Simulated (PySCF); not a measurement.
Identify the unknown among the candidates.

All candidates are C4H8O2.

* Polarisability: 57.1 au [wB97X-D/def2-SVPD]
* UV, first state: lowest singlet excitation: 5.94 eV (209 nm, f = 0.002) [TDDFT wB97X-D/def2-SVPD]
* 1H NMR: chemical shifts (computed TMS as zero) by class: 7.83 (1 H), 4.87 (1 H), 1.24 (6 H) ppm [GIAO PBE0/pcSseg-1]
* Couplings: largest of the computed one-bond spin–spin couplings (means over like bonds): 13C–1H +229.7, 13C–1H +151.3, 13C–1H +133.9 (×6), 13C–13C +41.3 (×2), 17O–13C +39.4, 17O–13C +30.2, 17O–13C +21.8 Hz [B3LYP/pcJ-1, spin–dipole term left out]
* Rotational structure: rotational constants A, B, C: 6.448, 2.526, 2.118 GHz [PBE0-D3(BJ)/def2-SVP]
* Valence photoelectron: vertical ionisation energy: 10.76 eV [ΔSCF wB97X-D/def2-SVPD]
* Dipole: 2.19 D [wB97X-D/def2-SVPD]
* NMR, other nuclei: isotropic shieldings of nuclei other than C and H, by class: -111 (1 O), 84 (1 O) ppm [GIAO PBE0/pcSseg-1]
* 13C NMR: chemical shifts (computed TMS as zero) by class: 164.1 (1 C), 66.4 (1 C), 22.5 (2 C) ppm [GIAO PBE0/pcSseg-1]
* Triplet: lowest triplet excitation (Tamm–Dancoff): 5.44 eV [TDA wB97X-D/def2-SVPD]

The electronic properties come from PySCF, for the isolated species, density fitting. Levels stand in brackets. Isolated species at its PBE0-D3(BJ)/def2-SVP geometry (one conformer only). NMR values are class means; diastereotopic atoms form classes of their own.

Problem. Which candidate is it?
A. `CC(C)OC=O` (isopropyl formate)
B. `CCCC(=O)O` (butyric acid)
C. `C[C@H]1COCO1` (4-methyl-1,3-dioxolane)
D. `CC(C)C(=O)O` (isobutyric acid)

Solution. A. It is `CC(C)OC=O`. Numbering: `[CH3:1][CH:2]([CH3:3])[O:4][CH:5]=[O:6]`. Its formula, C4H8O2, gives 1 degree of unsaturation: 0 rings and 1 π bond in the structure found. 4 carbons fall into 3 classes; from least to most shielded: ester carbonyl carbon [C5] (164.1 ppm), sp3 carbon bound to oxygen [C2] (66.4 ppm), methyl carbon [C1/C3] (22.5 ppm, 2 C). Hydrogen classes from least to most shielded: 1 H on an ester carbonyl carbon, C5 (7.83 ppm), 1 H on an sp3 carbon bound to oxygen, C2 (4.87 ppm), 6 H on 2 methyl carbons, C1/C3 (1.24 ppm, a mean of values up to 0.9 ppm apart in this geometry). The other shieldings belong to: -111 ppm, ester carbonyl oxygen [O6]; 84 ppm, ester single-bonded oxygen [O4]. The couplings run between: +229.7 Hz, ester carbonyl carbon [C5] and its hydrogen; +151.3 Hz, sp3 carbon bound to oxygen [C2] and its hydrogen; +133.9 Hz, methyl carbon [C1] and its hydrogen (with 5 like pairs); +41.3 Hz, methyl carbon [C1] and sp3 carbon bound to oxygen [C2] (with 1 like pair); +39.4 Hz, ester single-bonded oxygen [O4] and ester carbonyl carbon [C5]; +30.2 Hz, ester carbonyl oxygen [O6] and ester carbonyl carbon [C5]; +21.8 Hz, ester single-bonded oxygen [O4] and sp3 carbon bound to oxygen [C2]. The first electron is taken from the HOMO, whose largest Löwdin shares are 0.65 on the ester carbonyl oxygen, 0.12 on the ester carbonyl carbon, 0.09 on the ester single-bonded oxygen and 0.07 on the formyl hydrogen. The optimised geometry has point group C1 and is an asymmetric top.

The others, at the same levels:
- `CCCC(=O)O` fails: it has 4 carbon classes against 3; its computed 13C shifts are 177.0 (1 C), 35.4 (1 C), 19.8 (1 C), 15.1 (1 C) ppm, 1H shifts are 5.64 (1 H), 2.10 (2 H), 1.48 (2 H), 0.97 (3 H) ppm and rotational constant A is 9.115 GHz (against 6.448 GHz).
- `CC(C)C(=O)O` fails: its computed vertical ionisation energy is 10.49 eV (against 10.76 eV), rotational constant A is 4.937 GHz (against 6.448 GHz) and dipole moment is 1.80 D (against 2.19 D).
- `C[C@H]1COCO1` fails: it has 4 carbon classes against 3; its computed 13C shifts are 99.4 (1 C), 73.4 (1 C), 73.2 (1 C), 17.5 (1 C) ppm, 1H shifts are 5.22 (1 H), 5.14 (1 H), 3.81 (1 H), 3.67 (1 H), 2.99 (1 H), 1.21 (3 H) ppm and lowest singlet excitation is 7.44 eV (167 nm, f = 0.032) (against 5.94 eV).

Each candidate is one conformer, not necessarily the lowest. Dipoles, sizes and rotational constants follow the conformer. The torsions of the flexible species, by atom-mapped SMILES:
- `[CH3:1][CH:2]([CH3:3])[O:4][CH:5]=[O:6]`: C1–C2–O4–C5 -84°, C2–O4–C5–O6 0°
- `[CH3:1][CH2:2][CH2:3][C:4](=[O:5])[OH:6]`: C1–C2–C3–C4 -177°, C2–C3–C4–O5 6°, H–O6–C4–C3 -179°
- `[CH3:1][CH:2]([CH3:3])[C:4](=[O:5])[OH:6]`: C1–C2–C4–O5 3°, H–O6–C4–C2 180°

The conformers of `C[C@H]1COCO1` aren't listed.
